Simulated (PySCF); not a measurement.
## Debugging a PySCF script (SiP⁺)

```python
from pyscf import gto, dft
from pyscf.prop.polarizability import uhf as pol

mol = gto.M(
    atom='Si 0 0 0; P 0 0 2.155',
    basis='jorge-dzp-dkh',
    charge=1,
    spin=2,
    verbose=4,
)
mf = dft.UKS(mol, xc='m06')
mf = mf.sfx2c1e()
mf.max_cycle = 3
mf.kernel()
print('polarizability (a.u.)')
print(pol.Polarizability(mf).polarizability().round(4))
mf.dip_moment()
print('orbital energies (hartree):', [e[max(0, n-3):n+3].round(4) for e, n in zip(mf.mo_energy, mol.nelec)])
```

```bash
$ OMP_NUM_THREADS=1 python input.py
```

The log, shortened:

```
[earlier lines left out]
******** <class 'pyscf.x2c.sfx2c1e.sfX2C1eUKS'> ********
method = sfX2C1eUKS
initial guess = minao
damping factor = 0
level_shift factor = 0
DIIS = <class 'pyscf.scf.diis.CDIIS'>
SCF conv_tol = 1e-09
SCF max_cycles = 3
number electrons alpha = 15  beta = 13
XC functionals = m06

grids dens level: 3

******** <class 'pyscf.x2c.sfx2c1e.SpinFreeX2CHelper'> ********
approx = 1e
xuncontract = 1
tot grids = 38360
init E= -632.12159807172

cycle= 1 E= -631.783658910809  delta_E= 0.338  |g|= 0.215  |ddm|= 1.12
cycle= 2 E= -631.612139271219  delta_E= 0.172  |g|= 0.492  |ddm|= 1.03
cycle= 3 E= -631.825015673444  delta_E= -0.213  |g|= 0.0874  |ddm|= 0.669
SCF not converged.
SCF energy = -631.825015673444 after 3 cycles  <S^2> = 2.0028287  2S+1 = 3.0018852
polarizability (a.u.)
Isotropic polarizability 36.1709753957
Polarizability anisotropy 47.877921562
[[16.8661  1.4236 -0.    ]
 [ 1.4236 23.81    0.    ]
 [-0.      0.     67.8368]]
Dipole moment(X, Y, Z, Debye):  0.00000, -0.00000,  1.96076
orbital energies (hartree): [array([-0.5554, -0.5448, -0.5251, -0.3599, -0.3462, -0.2213]), array([-0.8796, -0.671 , -0.4979, -0.448 , -0.4272, -0.3245])]
```

Question: Which setting is at fault, why, and what does a mended input give?

Answer: The cycle limit (3): the limit is below the number of cycles that the SCF needs. With this edit
```diff
- mf.max_cycle = 3
```
the run finishes: E(SCF) = -631.830052 Eh, ⟨S²⟩ = 2.014, α(xx, yy, zz) = 8.9, 24.5, 70.0 bohr³.

The bond length is a typed value, not an optimised one. The dipole of an ion depends on the origin. No search for the lowest solution was made.
